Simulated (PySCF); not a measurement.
Compound: C3H3Cl.
InChI=1S/C3H3Cl/c1-2-3-4/h3H,1H2

The closed-shell ground state was solved at several levels (PySCF, density fitting, gas phase, non-relativistic). Geometry: PBE0-D3(BJ)/def2-TZVP; no solvent, vibrations or thermal averaging.

```csv
level,basis functions,HOMO (eV),LUMO (eV),gap (eV),dipole (D)
wB97X-D/pcSseg-2,193,-9.23,1.01,10.24,1.77
B97-2/pcSseg-2,193,-7.16,-0.85,6.31,1.72
KT3/pcSseg-2,193,-6.28,-1.79,4.49,1.64
```

(1) Estimate the row for PBE0/pcSseg-2, a basis of 193 functions; the other rows only guide the guess.

(2) Over all these levels, which gives the widest orbital gap and which the narrowest?

(3) In the pcSseg-2 basis, how does the gap go with the fixed share of exact exchange?

(4) How far do the dipole and the HOMO energy spread over the levels?

## Answers

(1) HOMO -7.40 eV, LUMO -0.80 eV, gap 6.60 eV, dipole 1.72 D.

(2) wB97X-D/pcSseg-2 (range-separated hybrid) has the widest, 10.24 eV, and KT3/pcSseg-2 (GGA) the narrowest, 4.49 eV. From the narrowest to the widest the HOMO moves by -2.95 eV and the LUMO by +2.80 eV.

(3) KT3 (0 %) 4.49 eV; B97-2 (21 %) 6.31 eV; PBE0 (25 %) 6.60 eV. Each rise in the share widens the gap here.

(4) The dipole runs from 1.64 to 1.77 D (mean 1.71 D) and the HOMO from -9.23 to -6.28 eV.
